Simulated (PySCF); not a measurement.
# Worked example: correlation energy of C₂H₃, doublet

Geometry: MP2(full)/6-31G*, from the G2/97 set.

| atom | x (Å) | y (Å) | z (Å) |
| --- | --- | --- | --- |
| C | 0.0278 | -0.6060 | 0.0000 |
| C | 0.0278 | 0.6813 | 0.0000 |
| H | -0.8987 | -1.1815 | 0.0000 |
| H | 0.9472 | -1.1843 | 0.0000 |
| H | -0.7120 | 1.4685 | 0.0000 |

Basis STO-3G; PySCF 2.14.0. Only valence electrons are correlated (noble-gas cores frozen), which leaves 11 electrons in 11 orbitals. Prefix R: restricted or restricted open-shell reference.

Full CI is exact within this basis and frozen core; it isn't the basis-set limit.

Restricted and unrestricted runs freeze slightly different cores, so steps under 0.03 kcal/mol mean nothing.

| level | total energy (hartree) |
| --- | --- |
| RHF | -76.416205 |
| RMP2 | -76.520441 |
| RCCSD | -76.558132 |
| RCCSD(T) | -76.559024 |
| RCCSDT | -76.559243 |
| full CI | -76.559511 |

Task: What is the correlation energy at full CI, and what share of it do RMP2 and RCCSD(T) recover?

Result: E(corr) = -76.559511 − (-76.416205) = -0.143306 hartree = -3.900 eV. RMP2: -0.104236 / -0.143306 = 72.74 %. RCCSD(T): -0.142819 / -0.143306 = 99.66 %.

Task: By how many kcal/mol does RCCSD(T) miss full CI (1 hartree = 627.509 kcal/mol), and which steps make up the rest?

Result: -76.559024 − (-76.559511) = 0.000487 hartree = 0.31 kcal/mol. Steps: RCCSDT − RCCSD(T) = -0.14, full CI − RCCSDT = -0.17 kcal/mol. That is within 1 kcal/mol of the reference in this basis, which itself misses far more of the correlation at the basis-set limit.
